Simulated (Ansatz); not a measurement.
# Molecular dynamics of CH6BN

input.yaml

```yaml
crystal:
  periodic: [false, false, false]
  atoms:
    - { symbol: B, position_ang: [-0.92927, 0.002412, 0.648323] }
    - { symbol: H, position_ang: [1.530522, -0.142844, 1.077368] }
    - { symbol: "N", position_ang: [2.237117, -0.1209, 0.336582] }
    - { symbol: H, position_ang: [2.011688, -0.883851, -0.303401] }
    - { symbol: H, position_ang: [2.089489, 0.749029, -0.177322] }
    - { symbol: C, position_ang: [-1.534054, 0.087213, -0.764998] }
    - { symbol: H, position_ang: [-1.998223, -0.886028, -1.017934] }
    - { symbol: H, position_ang: [-2.321496, 0.865239, -0.779566] }
    - { symbol: H, position_ang: [-0.769072, 0.32973, -1.524351] }
basis:
  gaussian: { orbitals: def2-SVP }
hamiltonian:
  xc: b3lyp
md:
  timestep: 0.5
  n_steps: 200
  ensemble: nve
  temperature: 300.0
  initial_velocities: maxwell_boltzmann
  seed: 3180
```

Launched with:

```bash
$ ansatz run input.yaml --threads 1 --pin off --max-ram 2048MiB --backend cpu --events-out ev --progress --plain --runs-dir out
```

It starts at the highest image of a converged band. Of that band: Neighbouring images differ by up to 2.4 eV, so the band resolves the path poorly. The top lies less than 8 meV above the higher end, about what the thresholds resolve: that end is a shoulder or a very shallow well. A vibrational analysis at the climbing image gives no mode beyond 40i cm⁻¹: the surface is too flat there to confirm a saddle point.

Output, in part (one step line in 3, the closing report, with atoms numbered from 0):

```
md step     0: t =     0.00 fs  T =   300.0 K  F+E_penalty+E_count = -3295.46911752 eV  E_kin = 0.271446 eV  conserved = -3295.19767152 eV  (25 SCF iters)
md step     3: t =     1.50 fs  T =   210.4 K  F+E_penalty+E_count = -3295.38605892 eV  E_kin = 0.190416 eV  conserved = -3295.19564270 eV  (27 SCF iters)
md step     6: t =     3.00 fs  T =   175.2 K  F+E_penalty+E_count = -3295.35409285 eV  E_kin = 0.158510 eV  conserved = -3295.19558333 eV  (28 SCF iters)
md step     9: t =     4.50 fs  T =   208.6 K  F+E_penalty+E_count = -3295.38608557 eV  E_kin = 0.188772 eV  conserved = -3295.19731363 eV  (27 SCF iters)
md step    12: t =     6.00 fs  T =   118.6 K  F+E_penalty+E_count = -3295.30288725 eV  E_kin = 0.107349 eV  conserved = -3295.19553814 eV  (27 SCF iters)
md step    15: t =     7.50 fs  T =   100.3 K  F+E_penalty+E_count = -3295.28598313 eV  E_kin = 0.090766 eV  conserved = -3295.19521683 eV  (22 SCF iters)
md step    18: t =     9.00 fs  T =   192.8 K  F+E_penalty+E_count = -3295.37163302 eV  E_kin = 0.174485 eV  conserved = -3295.19714851 eV  (24 SCF iters)
md step    21: t =    10.50 fs  T =   174.3 K  F+E_penalty+E_count = -3295.35394581 eV  E_kin = 0.157698 eV  conserved = -3295.19624760 eV  (26 SCF iters)
md step    24: t =    12.00 fs  T =   154.7 K  F+E_penalty+E_count = -3295.33522371 eV  E_kin = 0.139950 eV  conserved = -3295.19527391 eV  (27 SCF iters)
md step    27: t =    13.50 fs  T =   227.8 K  F+E_penalty+E_count = -3295.40341354 eV  E_kin = 0.206094 eV  conserved = -3295.19731999 eV  (26 SCF iters)
md step    30: t =    15.00 fs  T =   179.6 K  F+E_penalty+E_count = -3295.35847433 eV  E_kin = 0.162515 eV  conserved = -3295.19595900 eV  (27 SCF iters)
md step    33: t =    16.50 fs  T =   144.1 K  F+E_penalty+E_count = -3295.32567359 eV  E_kin = 0.130392 eV  conserved = -3295.19528122 eV  (23 SCF iters)
md step    36: t =    18.00 fs  T =   207.8 K  F+E_penalty+E_count = -3295.38478814 eV  E_kin = 0.188034 eV  conserved = -3295.19675423 eV  (27 SCF iters)
md step    39: t =    19.50 fs  T =   193.8 K  F+E_penalty+E_count = -3295.37201316 eV  E_kin = 0.175317 eV  conserved = -3295.19669597 eV  (27 SCF iters)
md step    42: t =    21.00 fs  T =   127.0 K  F+E_penalty+E_count = -3295.30996758 eV  E_kin = 0.114953 eV  conserved = -3295.19501486 eV  (28 SCF iters)
md step    45: t =    22.50 fs  T =   177.0 K  F+E_penalty+E_count = -3295.35712437 eV  E_kin = 0.160178 eV  conserved = -3295.19694606 eV  (27 SCF iters)
md step    48: t =    24.00 fs  T =   148.3 K  F+E_penalty+E_count = -3295.33070009 eV  E_kin = 0.134205 eV  conserved = -3295.19649536 eV  (27 SCF iters)
md step    51: t =    25.50 fs  T =    76.9 K  F+E_penalty+E_count = -3295.26461934 eV  E_kin = 0.069609 eV  conserved = -3295.19501029 eV  (22 SCF iters)
md step    54: t =    27.00 fs  T =   137.3 K  F+E_penalty+E_count = -3295.32051252 eV  E_kin = 0.124274 eV  conserved = -3295.19623808 eV  (28 SCF iters)
md step    57: t =    28.50 fs  T =   183.9 K  F+E_penalty+E_count = -3295.36348471 eV  E_kin = 0.166399 eV  conserved = -3295.19708580 eV  (27 SCF iters)
md step    60: t =    30.00 fs  T =   128.2 K  F+E_penalty+E_count = -3295.31124420 eV  E_kin = 0.116015 eV  conserved = -3295.19522942 eV  (28 SCF iters)
md step    63: t =    31.50 fs  T =   173.9 K  F+E_penalty+E_count = -3295.35354611 eV  E_kin = 0.157321 eV  conserved = -3295.19622462 eV  (27 SCF iters)
md step    66: t =    33.00 fs  T =   216.1 K  F+E_penalty+E_count = -3295.39272923 eV  E_kin = 0.195569 eV  conserved = -3295.19716030 eV  (27 SCF iters)
md step    69: t =    34.50 fs  T =   145.6 K  F+E_penalty+E_count = -3295.32713248 eV  E_kin = 0.131774 eV  conserved = -3295.19535873 eV  (28 SCF iters)
md step    72: t =    36.00 fs  T =   158.0 K  F+E_penalty+E_count = -3295.33883389 eV  E_kin = 0.142941 eV  conserved = -3295.19589322 eV  (27 SCF iters)
md step    75: t =    37.50 fs  T =   200.2 K  F+E_penalty+E_count = -3295.37817377 eV  E_kin = 0.181165 eV  conserved = -3295.19700910 eV  (24 SCF iters)
md step    78: t =    39.00 fs  T =   141.3 K  F+E_penalty+E_count = -3295.32366995 eV  E_kin = 0.127822 eV  conserved = -3295.19584773 eV  (26 SCF iters)
md step    81: t =    40.50 fs  T =   120.2 K  F+E_penalty+E_count = -3295.30453500 eV  E_kin = 0.108777 eV  conserved = -3295.19575760 eV  (26 SCF iters)
md step    84: t =    42.00 fs  T =   141.1 K  F+E_penalty+E_count = -3295.32472219 eV  E_kin = 0.127639 eV  conserved = -3295.19708347 eV  (26 SCF iters)
md step    87: t =    43.50 fs  T =    74.2 K  F+E_penalty+E_count = -3295.26255876 eV  E_kin = 0.067161 eV  conserved = -3295.19539765 eV  (27 SCF iters)
md step    90: t =    45.00 fs  T =    87.6 K  F+E_penalty+E_count = -3295.27507770 eV  E_kin = 0.079262 eV  conserved = -3295.19581546 eV  (28 SCF iters)
md step    93: t =    46.50 fs  T =   148.9 K  F+E_penalty+E_count = -3295.33138703 eV  E_kin = 0.134712 eV  conserved = -3295.19667521 eV  (24 SCF iters)
md step    96: t =    48.00 fs  T =   144.8 K  F+E_penalty+E_count = -3295.32703296 eV  E_kin = 0.130991 eV  conserved = -3295.19604219 eV  (27 SCF iters)
md step    99: t =    49.50 fs  T =   159.5 K  F+E_penalty+E_count = -3295.33993008 eV  E_kin = 0.144282 eV  conserved = -3295.19564827 eV  (28 SCF iters)
md step   102: t =    51.00 fs  T =   216.6 K  F+E_penalty+E_count = -3295.39331285 eV  E_kin = 0.196008 eV  conserved = -3295.19730449 eV  (27 SCF iters)
md step   105: t =    52.50 fs  T =   151.1 K  F+E_penalty+E_count = -3295.33257289 eV  E_kin = 0.136729 eV  conserved = -3295.19584405 eV  (27 SCF iters)
md step   108: t =    54.00 fs  T =   107.7 K  F+E_penalty+E_count = -3295.29302741 eV  E_kin = 0.097454 eV  conserved = -3295.19557342 eV  (28 SCF iters)
md step   111: t =    55.50 fs  T =   136.8 K  F+E_penalty+E_count = -3295.32022248 eV  E_kin = 0.123766 eV  conserved = -3295.19645628 eV  (24 SCF iters)
md step   114: t =    57.00 fs  T =   123.3 K  F+E_penalty+E_count = -3295.30789144 eV  E_kin = 0.111549 eV  conserved = -3295.19634269 eV  (27 SCF iters)
md step   117: t =    58.50 fs  T =    94.1 K  F+E_penalty+E_count = -3295.28038571 eV  E_kin = 0.085120 eV  conserved = -3295.19526617 eV  (28 SCF iters)
md step   120: t =    60.00 fs  T =   157.4 K  F+E_penalty+E_count = -3295.33919863 eV  E_kin = 0.142409 eV  conserved = -3295.19678951 eV  (27 SCF iters)
md step   123: t =    61.50 fs  T =   153.6 K  F+E_penalty+E_count = -3295.33549535 eV  E_kin = 0.138944 eV  conserved = -3295.19655132 eV  (28 SCF iters)
md step   126: t =    63.00 fs  T =   102.9 K  F+E_penalty+E_count = -3295.28856253 eV  E_kin = 0.093103 eV  conserved = -3295.19545953 eV  (28 SCF iters)
md step   129: t =    64.50 fs  T =   131.1 K  F+E_penalty+E_count = -3295.31497410 eV  E_kin = 0.118641 eV  conserved = -3295.19633321 eV  (26 SCF iters)
md step   132: t =    66.00 fs  T =   139.9 K  F+E_penalty+E_count = -3295.32301156 eV  E_kin = 0.126572 eV  conserved = -3295.19643992 eV  (29 SCF iters)
md step   135: t =    67.50 fs  T =   117.2 K  F+E_penalty+E_count = -3295.30153280 eV  E_kin = 0.106022 eV  conserved = -3295.19551094 eV  (29 SCF iters)
md step   138: t =    69.00 fs  T =   164.4 K  F+E_penalty+E_count = -3295.34520589 eV  E_kin = 0.148719 eV  conserved = -3295.19648664 eV  (28 SCF iters)
md step   141: t =    70.50 fs  T =   174.3 K  F+E_penalty+E_count = -3295.35438311 eV  E_kin = 0.157691 eV  conserved = -3295.19669181 eV  (27 SCF iters)
md step   144: t =    72.00 fs  T =   131.8 K  F+E_penalty+E_count = -3295.31485610 eV  E_kin = 0.119287 eV  conserved = -3295.19556907 eV  (27 SCF iters)
md step   147: t =    73.50 fs  T =   149.2 K  F+E_penalty+E_count = -3295.33156226 eV  E_kin = 0.134992 eV  conserved = -3295.19656977 eV  (27 SCF iters)
md step   150: t =    75.00 fs  T =   123.1 K  F+E_penalty+E_count = -3295.30761950 eV  E_kin = 0.111346 eV  conserved = -3295.19627364 eV  (26 SCF iters)
md step   153: t =    76.50 fs  T =    78.1 K  F+E_penalty+E_count = -3295.26618437 eV  E_kin = 0.070666 eV  conserved = -3295.19551796 eV  (28 SCF iters)
md step   156: t =    78.00 fs  T =   110.0 K  F+E_penalty+E_count = -3295.29571818 eV  E_kin = 0.099561 eV  conserved = -3295.19615763 eV  (27 SCF iters)
md step   159: t =    79.50 fs  T =   134.0 K  F+E_penalty+E_count = -3295.31813179 eV  E_kin = 0.121210 eV  conserved = -3295.19692219 eV  (27 SCF iters)
md step   162: t =    81.00 fs  T =    89.1 K  F+E_penalty+E_count = -3295.27591146 eV  E_kin = 0.080619 eV  conserved = -3295.19529255 eV  (27 SCF iters)
md step   165: t =    82.50 fs  T =   131.9 K  F+E_penalty+E_count = -3295.31581066 eV  E_kin = 0.119370 eV  conserved = -3295.19644031 eV  (27 SCF iters)
md step   168: t =    84.00 fs  T =   153.2 K  F+E_penalty+E_count = -3295.33512695 eV  E_kin = 0.138624 eV  conserved = -3295.19650334 eV  (26 SCF iters)
md step   171: t =    85.50 fs  T =   121.5 K  F+E_penalty+E_count = -3295.30564991 eV  E_kin = 0.109928 eV  conserved = -3295.19572210 eV  (28 SCF iters)
md step   174: t =    87.00 fs  T =   141.1 K  F+E_penalty+E_count = -3295.32339399 eV  E_kin = 0.127643 eV  conserved = -3295.19575105 eV  (28 SCF iters)
md step   177: t =    88.50 fs  T =   191.1 K  F+E_penalty+E_count = -3295.37013808 eV  E_kin = 0.172929 eV  conserved = -3295.19720955 eV  (27 SCF iters)
md step   180: t =    90.00 fs  T =   134.0 K  F+E_penalty+E_count = -3295.31689886 eV  E_kin = 0.121262 eV  conserved = -3295.19563707 eV  (28 SCF iters)
md step   183: t =    91.50 fs  T =   125.5 K  F+E_penalty+E_count = -3295.30960966 eV  E_kin = 0.113512 eV  conserved = -3295.19609777 eV  (28 SCF iters)
md step   186: t =    93.00 fs  T =   138.0 K  F+E_penalty+E_count = -3295.32145563 eV  E_kin = 0.124883 eV  conserved = -3295.19657227 eV  (27 SCF iters)
md step   189: t =    94.50 fs  T =    94.8 K  F+E_penalty+E_count = -3295.28161485 eV  E_kin = 0.085766 eV  conserved = -3295.19584912 eV  (28 SCF iters)
md step   192: t =    96.00 fs  T =    87.1 K  F+E_penalty+E_count = -3295.27434977 eV  E_kin = 0.078839 eV  conserved = -3295.19551082 eV  (28 SCF iters)
md step   195: t =    97.50 fs  T =   144.9 K  F+E_penalty+E_count = -3295.32800099 eV  E_kin = 0.131107 eV  conserved = -3295.19689396 eV  (27 SCF iters)
md step   198: t =    99.00 fs  T =   123.6 K  F+E_penalty+E_count = -3295.30786345 eV  E_kin = 0.111794 eV  conserved = -3295.19606942 eV  (27 SCF iters)
md step   200: t =   100.00 fs  T =   106.2 K  F+E_penalty+E_count = -3295.29134089 eV  E_kin = 0.096079 eV  conserved = -3295.19526144 eV  (25 SCF iters)
Total energy: -3295.29158784 eV, -121.0997322243 hartree
Atom 0 at    -1.167081    -0.028111     0.659214 Å, force    -0.410128     0.097108    -0.983832 eV/Å
Atom 1 at     2.377705     0.035567     1.349785 Å, force    -0.092965    -0.167660    -0.478024 eV/Å
Atom 2 at     2.549202    -0.125425     0.347259 Å, force     1.008854    -2.492416     1.504044 eV/Å
Atom 3 at     2.092069    -1.015729     0.075310 Å, force     0.226001     0.714924     0.307944 eV/Å
Atom 4 at     2.138779     0.599008    -0.146082 Å, force    -1.215937     1.947690    -1.344135 eV/Å
Atom 5 at    -1.726403     0.116398    -0.822530 Å, force     0.492605     0.058060     0.792730 eV/Å
Atom 6 at    -2.233817    -0.797514    -1.165055 Å, force     0.076889    -0.312032     0.009954 eV/Å
Atom 7 at    -2.467513     0.927756    -0.930950 Å, force     0.092683     0.193914     0.141182 eV/Å
Atom 8 at    -0.858695     0.324638    -1.487844 Å, force    -0.178001    -0.039588     0.050136 eV/Å
Dipole moment:    -0.478565     0.060622    -0.456811 e Å
```

The run went to its last step. The conserved energy stayed within 0.31 meV per atom of its start (net change 0.27 meV per atom), so the integration is sound. A run of 0.1 ps of so small a system gives no equilibrium averages. The orbitals stay closed-shell, which can raise the energy where a bond breaks towards radicals; this wasn't checked here.

Between its relaxed ends the band would form H2–N3 and break B1–H2, B1–N3. These pairs go: H2–N3 1.02 → 1.03 Å, B1–H2 2.50 → 3.61 Å, B1–N3 3.18 → 3.73 Å. In the last frame they stand as after the step (other bonds may differ from the relaxed reactants and products). It ends as CH3B + H3N. Pairs count as bonded within 1.25 times the sum of covalent radii (0.12 Å more for H–H).

Last frame:

```xyz
9
Properties=species:S:1:pos:R:3
B -1.167 -0.028 0.659
H 2.378 0.036 1.350
N 2.549 -0.125 0.347
H 2.092 -1.016 0.075
H 2.139 0.599 -0.146
C -1.726 0.116 -0.823
H -2.234 -0.797 -1.165
H -2.467 0.928 -0.931
H -0.859 0.325 -1.488
```

Time of the run: 5.4 min on 1 thread of Intel(R) Xeon(R) Platinum 8488C (Sapphire Rapids), on a shared host, peak memory 0.14 GiB.
